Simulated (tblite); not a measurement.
C₄H₇OS (doublet state).
Numbering: `[CH2:1][C@H:2]([SH:3])[C:4]([CH3:5])=[O:6]` (hydrogens: H7, H8 on C1; H9 on C2; H10 on S3; H11, H12, H13 on C5)

Geometry (GFN2-xTB, Å), atoms numbered from 1 in this order:
```
atom  x, y, z in Å
C1     1.9287   -0.3843    0.1925
C2     0.6928    0.0240   -0.3518
S3     0.5263    2.0124   -0.1906
C4    -0.5561   -0.3361    0.4305
C5    -1.8008   -0.4204   -0.4076
O6    -0.5313   -0.5227    1.6193
H7     2.0195   -0.5051    1.2572
H8     2.8097   -0.4650   -0.4147
H9     0.5893   -0.0750   -1.4295
H10    0.6180    2.0155    1.1349
H11   -1.7201   -1.2744   -1.0786
H12   -2.6708   -0.5462    0.2314
H13   -1.9097    0.4778   -1.0107
```

All values are computed: GFN2-xTB (tblite) harmonic vibrations without scaling, gas phase. The method is semi-empirical: single wavenumbers can be off by several per cent or more. Modes of hydrogen on sulfur can be 10 to 20 % off. One conformer, not necessarily the lowest. Open shells enter through the occupations alone, without spin polarisation, and single modes of such species can be off by tens of per cent.

Harmonic wavenumbers (cm⁻¹): 77.7, 116.6, 146.0, 222.2, 234.7, 249.4, 302.1, 353.5, 410.0, 564.0, 586.4, 697.5, 728.9, 793.7, 968.0, 993.1, 1027.3, 1068.1, 1141.3, 1211.8, 1308.9, 1365.4, 1401.9, 1446.4, 1453.2, 1762.2, 2465.3, 3007.5, 3017.5, 3037.8, 3057.8, 3122.5, 3170.6.

A = 3605, B = 2335, C = 1859 MHz; mass 103.022 u (most abundant isotopes); point group C1, symmetry number 1; spin multiplicity 2.

Q: Zero-point energy?

A: Half the sum of the wavenumbers: 20755 cm⁻¹ = 248.28 kJ/mol.

Q: Give the ideal-gas entropy at 298.15 K and 1 bar in the rigid-rotor, harmonic-oscillator model (classical rotation).

A: Translation 166.66, rotation 114.73, vibration 88.54, spin (R ln 2) 5.76: S = 375.7 J/(mol K).

Q: And Cp and H(298.15 K) − H(0)?

A: Cp = 128.52 J/(mol K), of which vibrations give 95.27 (their classical limit is 33 R = 274.4); H(298.15 K) − H(0) = 24.60 kJ/mol without the zero-point energy, 14.68 from vibrations.

Q: Which modes carry the vibrational entropy at 298.15 K?

A: 77.7 cm⁻¹: 16.52; 116.6 cm⁻¹: 13.20; 146.0 cm⁻¹: 11.40; 222.2 cm⁻¹: 8.12; 234.7 cm⁻¹: 7.71; 249.4 cm⁻¹: 7.26 J/(mol K); the other 27 give 24.33 together.

Q: How do the functions run with temperature in this model?

A: 
```
 T (K)  S (J/(mol K))  Cp (J/(mol K))  H − H(0) (kJ/mol)  G − H(0) (kJ/mol)  ln q(vib)
    50          233.1            46.1               1.86              -9.80       0.17
   100          272.0            68.2               4.73             -22.47       0.86
373.15          406.6           147.4              34.96            -116.77       6.20
   500          453.6           174.3              55.43            -171.39       8.62
   750          532.0           211.9             104.06            -294.94      13.07
  1000          596.6           237.0             160.38            -436.26      17.09
```

q(vib) and H(0) count from the zero-point level.

Q: Blend soft modes into free rotors: weight 1/[1 + (100 cm⁻¹/ν̃)⁴] for the oscillator and the rest for a rotor with moment μB/(μ + B), μ = h/(8π²ν), B = 10⁻⁴⁴ kg m². What vibrational entropy results?

A: 85.21 J/(mol K) in place of 88.54, which changes −T·S at 298.15 K by +0.99 kJ/mol.

Hindered rotation and anharmonicity are outside this model. Other conformers, if any are populated, would add a mixing term that is left out. The structure is chiral; the term R ln 2 for an equal mix with its mirror image is left out.

Hardware: Arm Neoverse V1, one thread, shared host with 32 logical CPUs at a one-minute load of 46. Cost: 0.3 s of wall time. This covers the Hessian and the dipole derivatives.
